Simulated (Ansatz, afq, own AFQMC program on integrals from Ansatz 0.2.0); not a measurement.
Two steps: Ansatz 0.2.0 writes the Fock matrix and Cholesky factors of the valence space, and afq projects on them the lowest state that overlaps trial and start.

```yaml
crystal:
  periodic: [false, false, false]
  atoms:
    - {symbol: Al, position_ang: [0.000000, 0.000000, 0.000000]}
    - {symbol: H, position_ang: [1.585776, 0.015051, -0.000083]}
    - {symbol: H, position_ang: [-0.805923, 1.365794, -0.002790]}
    - {symbol: H, position_ang: [-0.779853, -1.380845, 0.002873]}
basis:
  gaussian: {orbitals: cc-pVDZ}
total_charge: 1
magnetization: {spin_polarized: true, initial_magnetization: 1}
correlation: {method: ccsd_t, electrons: outside_noble_gas, hamiltonian_folder: ham}
```

```sh
$ ansatz run in.yaml --threads 1 --pin off --events-out ev --progress --plain --max-ram 1843MiB
```

Options of the walk:

```
--method free --trial cisd --walkers 80 --time-step 0.03 --max-blocks 80 --target-error 0.00027 --factor-cut 1e-05 --seed 8076 --times 0,0.3,0.6,1.2,1.8,2.4,3.6,4.8,6 --taylor-order 8
```

Times are imaginary, in 1/Eh. The walk had a cap of 532 s.

afq prints:

```
orbitals 28  electrons 3 2  factors 201 of 308
reference energy -243.23998537 Eh
CCSD correlation -0.07965462 Eh in 12 cycles, weight of the determinant in the CISD state 0.9226
repeat  energy at the last time / Eh  error
    10  -243.321322  0.000248
    20  -243.321355  0.000147
    30  -243.321239  0.000130
time / (1/Eh)  energy / Eh  error  mean overlap
  0.00  -243.319685  0.000028  1.0837
  0.30  -243.320386  0.000055  1.0789
  0.60  -243.320771  0.000054  1.0772
  1.20  -243.321088  0.000057  1.0884
  1.80  -243.321370  0.000074  1.0741
  2.40  -243.321334  0.000074  1.0786
  3.60  -243.321532  0.000110  1.0612
  4.80  -243.321356  0.000091  1.0580
  6.00  -243.321310  0.000145  1.0939
energy -243.321310 +/- 0.000145 Eh
```

The run passed its tests (error under three times the target), which doesn't prove that it has relaxed.

Against this walk (error 4.0 meV) on the same determinant: CCSD(T) 12.0 meV higher, CCSDT(Q) 3.8 meV lower (within the noise), full CI 3.9 meV lower (within the noise). The error is statistical, and a free projection of finite length keeps a remainder of its start.

Cautions: remainder of the start not in the error; unrestricted determinant slightly spin contaminated (⟨S²⟩ 0.84 against 0.75).

The walk took 73 s on 1 thread of Intel(R) Xeon(R) Platinum 8259CL CPU @ 2.50GHz (Skylake/Cascade Lake), with other jobs on the host. The log's last line is the free-projection energy.

CCSDT and higher add their correlation energy to the determinant of the CCSD(T) run, since their own runs factorise the integrals more tightly (a shift of under 2 meV). A walk keeps the symmetry of its determinant, which the program's search chose and which needn't be the lowest solution, so a lower state of the same spin and another symmetry isn't excluded.
